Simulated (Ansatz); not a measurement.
# Scandium, hcp: convergence with cold smearing

Computed with Ansatz, r²SCAN, scalar-relativistic PAW, on the relaxed cell (a = 3.328 Å, c = 5.212 Å (c/a = 1.566); spin not included). Errors count from a run at 500 eV on a Γ-centred 18×18×10 mesh with Fermi-Dirac smearing of 0.1 eV, extrapolated to zero width. Fixed here: cutoff 500 eV, mesh 11×11×6. The SCF starts from atomic densities corrected by a trained network.

| width (eV) | E(σ→0) error (meV/atom) | F error (meV/atom) | P (GPa) | SCF iterations |
| --- | --- | --- | --- | --- |
| 0.01 | 1.7 | 1.7 | -0.30 | 6 |
| 0.03 | 1.7 | 1.8 | -0.26 | 6 |
| 0.1 | 1.5 | 1.5 | -0.24 | 6 |
| 0.2 | 1.6 | 1.2 | -0.23 | 6 |
| 0.3 | 1.9 | 0.1 | -0.25 | 6 |
| 0.6 | 0.6 | -13.1 | 0.02 | 6 |
| 1.0 | -5.8 | -54.8 | 0.72 | 6 |
